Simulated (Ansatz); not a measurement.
We consider 2H WS2, described by LDA+SOC (Ansatz, a quantum-chemistry and plane-wave program, plane waves, PAW).

Run with plane-wave cutoff 520 eV, 12×12×4 k mesh (along the axes of the cell as run), Fermi–Dirac smearing 0.01 eV, PAW data made under PBE.

Cell (measured lattice):

```
CELL_PARAMETERS angstrom
     -1.57650     2.73058     0.00000
      3.15300     0.00000     0.00000
      0.00000     0.00000   -12.32300
ATOMIC_POSITIONS crystal
  W  0.33333 0.66667 0.25000
  W  0.66667 0.33333 0.75000
  S  0.33333 0.66667 0.87700
  S  0.66667 0.33333 0.37700
  S  0.66667 0.33333 0.12300
  S  0.33333 0.66667 0.62300
```

### Question
Predict the band gap, smallest direct gap on the k points sampled and Γ–Γ gap.

### Answer

* **band gap**: 0.85 eV (indirect)
* **smallest direct gap on the k points sampled**: 1.61 eV
* **Γ–Γ gap**: 2.17 eV

Note: cell and atoms aren't relaxed at this level (largest force component 0.24 eV/Å, pressure -3.3 GPa).

Static lattice: no zero-point or thermal effects.

Computing time: very roughly 2.4 core-minutes.
